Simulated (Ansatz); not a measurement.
How basis sets differ on PH2 (SMILES [PH2])

PH2: 3 atoms, total charge 0, spin state doublet. SMILES: `[PH2]`. Geometry: relaxed at PBE0-D4/def2-TZVP.

```xyz
3

P     0.5257   -0.3094    0.2582
H     0.1146    1.0515    0.1767
H    -0.6404   -0.7421   -0.4350
```

Quantity: the electronic atomisation energy, in eV. The values are calculated. Electronic energies at fixed atoms, without zero-point motion or spin-orbit coupling.

```json
{"level": "UBLYP/3-21G", "kind": "GGA", "program": "Ansatz", "value (eV)": "6.18"}
{"level": "UBLYP/6-31G* (spherical functions)", "kind": "GGA", "program": "Ansatz", "value (eV)": "6.66"}
{"level": "UBLYP/aug-cc-pVDZ", "kind": "GGA", "program": "Ansatz", "value (eV)": "6.62"}
{"level": "UBLYP/cc-pVTZ", "kind": "GGA", "program": "Ansatz", "value (eV)": "6.79"}
{"level": "UBLYP/aug-cc-pVTZ", "kind": "GGA", "program": "Ansatz", "value (eV)": "6.79"}
{"level": "UBLYP/aug-cc-pVQZ", "kind": "GGA", "program": "Ansatz", "value (eV)": "6.82"}
```

The values span 6.18 to 6.82 eV. Without the sets that lack polarisation functions the rows with a basis span only 6.62 to 6.82 eV.
